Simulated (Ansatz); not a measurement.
A made-up structure of CH₂B, doublet:

```
atom    x (Å)    y (Å)    z (Å)
  B1  -0.0072   0.0451  -0.0409
  C2   0.1540  -0.9716   0.8808
  H3   0.6117   1.0127   0.0159
  H4  -0.7664  -0.0367  -0.9007
```

It is relaxed with PBE-D4/def2-SVP and then PBE0-D4/def2-TZVP (Ansatz 0.2.0). Atoms count as bonded within 1.22 times the sum of their covalent radii (H–H: 0.88 Å). The end point is not checked to be a true minimum.

Question: Does its bonding change? (A judgement: the text doesn't fix the answer.)

Answer: By the calculation: Yes. Formed: C2–H3; broken: B1–H3.

Where it ends: The first stage lowers the energy by 2.53 eV in 25 steps. It ends as CH₂B ([BH][CH]):
```
4
angstrom
B -0.4485 -0.0897 -0.4714
C 0.4805 0.1225 0.4849
H 1.2144 0.2913 1.2445
H -1.2542 -0.2746 -1.3029
```

Labels in which every atom is bracketed show which atoms are joined, not bond orders.

For scale, one of the runs: PBE0-D4/def2-TZVP relaxation, 74 basis functions, launched by `ansatz run in.yaml --threads 2 --pin off --events-out ev --progress --plain --max-ram 4352MiB`. Hardware: 2 CPU threads of an Arm Neoverse V2, shared host. Wall time about 42 s.
